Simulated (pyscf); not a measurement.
# Hydrogen abstraction: `[NH]=[SiH][Cl]` + `[H]` [doublet] → `[N]=[SiH][Cl]` [doublet] + `[H][H]`

Gas phase, doublet surface, charge 0. Bonds broken: N1–H4. Bonds formed: H4–H6. PySCF, gas phase, ωB97X-D3(BJ)/def2-SVP geometries.

Transition state (Å):

```xyz
6

N     -0.1802     0.7356     0.9602
Si     0.7208     0.3787    -0.3451
Cl     2.3350     1.5233    -0.8081
H     -1.1531    -0.2049     0.9758
H      0.5811    -0.7047    -1.3397
H     -1.6442    -0.9050     0.7462
```

One imaginary mode, 1132i cm⁻¹; descent along it reached the two sides named.

```json
[
 {"bond": "N1–H4", "change": "breaks", "reactant side (Å)": "1.015", "saddle": "1.353", "product side": "2.459"},
 {"bond": "H4–H6", "change": "forms", "reactant side (Å)": "2.9", "saddle": "0.885", "product side": "0.762"}
]
```

Electronic energies relative to the separated reactants (kcal/mol):

```
level                   barrier  reaction energy  reverse barrier
----------------------  -------  ---------------  ---------------
ωB97X-D3(BJ)/def2-TZVP     16.1             +9.7              6.5
PBE/def2-TZVP              10.9            +10.6              0.3
r²SCAN/def2-TZVP           10.2             +7.2              3.1
B3LYP-D3(BJ)/def2-TZVP     10.7             +6.3              4.4
PBE0-D3(BJ)/def2-TZVP      14.3            +11.2              3.1
M06-2X/def2-TZVP           18.2            +10.5              7.7
ωB97M-D3(BJ)/def2-TZVP     16.5            +10.0              6.5
HF/def2-TZVP               25.4             +2.8             22.6
```

With ωB97M-D3(BJ)/def2-TZVP energies and thermal terms (ideal gas, 1 atm, RRHO with modes under 100 cm⁻¹ raised to 100, one conformer, R ln 2 for chiral ones without a mode under 150 cm⁻¹), in kcal/mol:

| T (K) | ΔH‡ | ΔG‡ | ΔH | ΔG |
|---|---|---|---|---|
| 298 | 14.7 | 21.4 | +9.3 | +7.9 |
| 600 | 14.2 | 28.5 | +9.1 | +6.5 |
| 900 | 13.9 | 35.7 | +8.7 | +5.3 |
| 1200 | 13.7 | 43.0 | +8.2 | +4.2 |

The same reactants have a lower exit, to [HN=Si–Cl]• + H₂ (barrier +6.2 kcal/mol at ωB97M-D3(BJ)/def2-TZVP, against +16.5 kcal/mol here). HN=SiH–Cl lies 26.4 kcal/mol over its isomer H₂N–Si:–Cl [singlet] (electronic energy, ωB97M-D3(BJ)/def2-TZVP). [N=SiH–Cl]• lies 31.3 kcal/mol over its isomer [HN=Si–Cl]• (electronic energy, ωB97M-D3(BJ)/def2-TZVP). This is the saddle that the search found; another between the same sides may lie lower. The angle at the transferred H is 161°.
